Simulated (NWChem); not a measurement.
System: SiH₃ cation

Here is an NWChem input.

```
start job
memory heap 200 mb stack 900 mb global 1100 mb
charge 1
geometry units angstroms noautoz
  Si     0.000000     0.000000     0.000000
  H      1.193346    -0.894765     0.000000
  H     -1.371563    -0.586085     0.000000
  H      0.178217     1.480851     0.000000
end
basis spherical
  * library def2-svp
end
dft
  xc r2scan
  iterations 150
  mulliken
end
task dft gradient
```

Excerpt of the output:

```
             Northwest Computational Chemistry Package (NWChem) 7.3.0
             --------------------------------------------------------

 D3H symmetry detected

                             Geometry "geometry" -> ""
                             -------------------------

 Output coordinates in angstroms (scale by  1.889725989 to convert to a.u.)

  No.       Tag          Charge          X              Y              Z
 ---- ---------------- ---------- -------------- -------------- --------------
    1 Si                  14.0000     0.00000000     0.00000000     0.00000000
    2 H                    1.0000     1.05467537     1.05467537     0.00000000
    3 H                    1.0000     0.38603798    -1.44071334     0.00000000
    4 H                    1.0000    -1.44071334     0.38603798     0.00000000

 Effective nuclear repulsion energy (a.u.)      15.5155511871

      Symmetry information
      --------------------

 Group name             D3h
 Group number             27
 Group order              12
 No. of unique centers     2

                                 NWChem DFT Module
                                 -----------------

 Summary of "ao basis" -> "ao basis" (spherical)
 ------------------------------------------------------------------------------
       Tag                 Description            Shells   Functions and Types
 ---------------- ------------------------------  ------  ---------------------
 Si                         def2-svp                 8       18   4s3p1d
 H                          def2-svp                 3        5   2s1p

      Symmetry analysis of basis
      --------------------------

        a1'         8
        a1"         0
        a2'         1
        a2"         4
        e'         16
        e"          4

  Rotation of axis

            General Information
            -------------------
          SCF calculation type: DFT
          Wavefunction type:  closed shell.
          No. of atoms     :     4
          No. of electrons :    16
           Alpha electrons :     8
            Beta electrons :     8
          Charge           :     1
          Spin multiplicity:     1
          Use of symmetry is: on ; symmetry adaption is: on
          Maximum number of iterations: 150
          AO basis - number of functions:    33
                     number of shells:    17
          Convergence on energy requested:  1.00D-06
          Convergence on density requested:  1.00D-05
          Convergence on gradient requested:  5.00D-04

              XC Information
              --------------
                      r^2SCAN Method XC Functional
               r^2SCAN metaGGA Exchange Functional  1.000
                     r^2SCAN Correlation Potential  1.000

             Grid Information
             ----------------
          Grid used for XC integration:  medium
          Radial quadrature: Mura-Knowles
          Angular quadrature: Lebedev.
          Tag              B.-S. Rad. Rad. Pts. Rad. Cut. Ang. Pts.
          ---              ---------- --------- --------- ---------
          Si                  1.10       88           7.0       590
          H                   0.35       45           8.0       434
          Grid pruning is: on
          Number of quadrature shells:   133
          Spatial weights used:  Erf1

      Superposition of Atomic Density Guess
      -------------------------------------

 Sum of atomic energies:        -290.23638136

 Renormalizing density from      17.00 to     16

      Non-variational initial energy
      ------------------------------

 Total energy =    -279.339274
 1-e energy   =    -407.072912
 2-e energy   =     112.218088
 HOMO         =      -0.806119
 LUMO         =      -0.494997

      Symmetry analysis of molecular orbitals - initial
      -------------------------------------------------

  Numbering of irreducible representations:

     1 a1'         2 a1"         3 a2'         4 a2"         5 e'
     6 e"

  Orbital symmetries:

     1 a1'         2 a1'         3 e'          4 e'          5 a2"
     6 a1'         7 e'          8 e'          9 a2"        10 a1'
    11 e'         12 e'         13 a1'        14 e'         15 e'
    16 e"         17 e"         18 a2"

     ---------------------------------------------
      Total Density - Mulliken Population Analysis
     ---------------------------------------------

    Atom       Charge   Shell Charges
 -----------   ------   -------------------------------------------------------
    1 Si  14    13.58   2.00  2.01  1.41  0.08  6.00  1.29  0.71  0.08
    2 H    1     0.81   0.59  0.20  0.01
    3 H    1     0.81   0.59  0.20  0.01
    4 H    1     0.81   0.59  0.20  0.01

   convergence    iter        energy       DeltaE   RMS-Dens  Diis-err
 ---------------- ----- ----------------- --------- --------- ---------
 d= 0,ls=0.0,diis     1   -290.7402904896 -3.06D+02  3.03D-02  7.65D-01
 d= 0,ls=0.0,diis     2   -290.7831127526 -4.28D-02  1.24D-02  1.10D-01
 d= 0,ls=0.0,diis     3   -290.7981070311 -1.50D-02  2.11D-03  3.20D-03
 d= 0,ls=0.0,diis     4   -290.7987704945 -6.63D-04  3.79D-05  4.46D-07
 d= 0,ls=0.0,diis     5   -290.7987705779 -8.34D-08  5.06D-06  1.42D-08

         Total DFT energy =     -290.798770577936
      One electron energy =     -427.983736216817
           Coulomb energy =      143.330480376057
    Exchange-Corr. energy =      -21.661065924277
 Nuclear repulsion energy =       15.515551187100

 Numeric. integr. density =       15.999991721424

                  Occupations of the irreducible representations
                  ----------------------------------------------

                     irrep           alpha         beta
                     --------     --------     --------
                     a1'               3.0          3.0
                     a1"               0.0          0.0
                     a2'               0.0          0.0
                     a2"               1.0          1.0
                     e'                4.0          4.0
                     e"                0.0          0.0

                       DFT Final Molecular Orbital Analysis
                       ------------------------------------

 Vector    6  Occ=2.000000D+00  E=-7.815176D-01  Symmetry=a1'
              MO Center=  4.2D-17,  1.4D-17, -2.1D-18, r^2= 1.7D+00
   Bfn.  Coefficient  Atom+Function         Bfn.  Coefficient  Atom+Function
  ----- ------------  ---------------      ----- ------------  ---------------
     3      0.708371  1 Si s                  2      0.412352  1 Si s
    19      0.177747  2 H  s                 24      0.177747  3 H  s
    29      0.177747  4 H  s                  4      0.108322  1 Si s
     1      0.066239  1 Si s                 20      0.038942  2 H  s
    25      0.038942  3 H  s                 30      0.038942  4 H  s

 Vector    7  Occ=2.000000D+00  E=-6.106347D-01  Symmetry=e'
              MO Center=  1.9D-02,  4.8D-01,  2.9D-16, r^2= 2.0D+00
   Bfn.  Coefficient  Atom+Function         Bfn.  Coefficient  Atom+Function
  ----- ------------  ---------------      ----- ------------  ---------------
    19      0.362925  2 H  s                  8      0.329843  1 Si px
    29     -0.304281  4 H  s                 11      0.199032  1 Si px
     5     -0.173829  1 Si px                 9      0.144490  1 Si py
    20      0.119217  2 H  s                 30     -0.099953  4 H  s
    12      0.087187  1 Si py                 6     -0.076147  1 Si py

 Vector    8  Occ=2.000000D+00  E=-6.106347D-01  Symmetry=e'
              MO Center= -1.9D-02, -4.8D-01,  2.1D-15, r^2= 2.0D+00
   Bfn.  Coefficient  Atom+Function         Bfn.  Coefficient  Atom+Function
  ----- ------------  ---------------      ----- ------------  ---------------
    24      0.385211  3 H  s                  9     -0.329843  1 Si py
    29     -0.243393  4 H  s                 12     -0.199032  1 Si py
     6      0.173829  1 Si py                 8      0.144490  1 Si px
    19     -0.141818  2 H  s                 25      0.126538  3 H  s
    11      0.087187  1 Si px                30     -0.079952  4 H  s

 Vector    9  Occ=0.000000D+00  E=-4.017905D-01  Symmetry=a2"
              MO Center=  4.3D-19, -1.3D-18, -2.5D-22, r^2= 2.1D+00
   Bfn.  Coefficient  Atom+Function         Bfn.  Coefficient  Atom+Function
  ----- ------------  ---------------      ----- ------------  ---------------
    13      0.591508  1 Si pz                10      0.531821  1 Si pz
     7     -0.252458  1 Si pz

 Vector   10  Occ=0.000000D+00  E=-2.422387D-01  Symmetry=a1'
              MO Center= -1.9D-14,  4.4D-16, -1.8D-17, r^2= 3.2D+00
   Bfn.  Coefficient  Atom+Function         Bfn.  Coefficient  Atom+Function
  ----- ------------  ---------------      ----- ------------  ---------------
     4      1.101042  1 Si s                  3      0.755287  1 Si s
    20     -0.671336  2 H  s                 25     -0.671336  3 H  s
    30     -0.671336  4 H  s                  2      0.332396  1 Si s
    19     -0.291970  2 H  s                 24     -0.291970  3 H  s
    29     -0.291970  4 H  s                 16      0.186295  1 Si d  0

[...]

                         DFT ENERGY GRADIENTS

    atom               coordinates                        gradient
                 x          y          z           x          y          z
   1 Si      0.000000   0.000000   0.000000    0.000000   0.000000   0.000000
   2 H       1.993047   1.993047   0.000000    0.003640   0.003640   0.000000
   3 H       0.729506  -2.722553   0.000000    0.001333  -0.004973   0.000000
   4 H      -2.722553   0.729506   0.000000   -0.004973   0.001333   0.000000
```

Level: r2SCAN/def2-SVP. The geometry was optimised at PBE-D3(BJ)/def2-SVP.
